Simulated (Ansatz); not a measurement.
# Reading a saddle point

A first-order saddle point of Si₂H₇Cl, closed shell, PBE0-D4/def2-TZVP, with one imaginary mode of 850i cm⁻¹:

```
10
angstrom
Si -0.6387 0.8092 -0.6454
Si 0.8132 -1.0709 0.2941
H -0.1165 0.0164 -1.8199
H -2.0965 0.6064 -0.6729
H -0.0320 2.1423 -0.7917
H -0.1480 0.2691 0.8950
Cl -0.9920 1.4760 1.8294
H 1.1269 -1.3827 1.7105
H 0.0515 -2.1686 -0.3421
H 2.0321 -0.6972 -0.4570
```

Program: Ansatz 0.2.0. Basis: def2-TZVPP and def2-QZVPP. Cores are frozen in the correlated methods. Extrapolation: Hartree–Fock as exp(−7.88 √X), correlation as X^−2.97.

Question: Which contacts change along the imaginary mode, and what lies on either side? (Judge from chemistry; the calculation decides.)

Answer: Computed: The step is Si₂H₆ ([SiH3][SiH3]) + HCl → SiH₃Cl ([SiH3][Cl]) + SiH₄, with the molecules in contact on both sides. Shortening one way: Si1–Cl7, Si2–H6; lengthening the same way: Si1–Si2, H6–Cl7.
```tsv
pair	one side (Å)	saddle (Å)	other side (Å)
Si1–Cl7	3.95	2.59	2.05
Si2–H6	3.08	1.76	1.48
Si1–Si2	2.34	2.55	4.39
H6–Cl7	1.28	1.74	3.37
```

Question: Which side is lower, and how far does the saddle lie above each? (Judge from chemistry; the value comes from the calculation.)

Answer: Computed: The side with Si1–Cl7, Si2–H6 short is lower by 88.6 kJ/mol; the saddle lies 253.5 kJ/mol above it and 164.9 kJ/mol above the other (CCSD(T) at an estimated basis limit (MP2 extrapolated from triple and quadruple zeta, plus CCSD(T) − MP2 in triple zeta); electronic energies).

The T1 diagnostic stays at or below 0.014. The end structure is not quite a true minimum (one mode of 40i cm⁻¹).

Labels in which every atom is bracketed show which atoms are joined, not bond orders.

For scale, one of the runs: CCSD(T)/def2-TZVPP, 224 basis functions, launched by `ansatz run in.yaml --threads 4 --pin off --events-out ev --progress --plain --max-ram 9574MiB`. Hardware: 4 CPU threads of an Intel Xeon, shared host. Wall time 58 s; peak host memory 3.2 GiB.
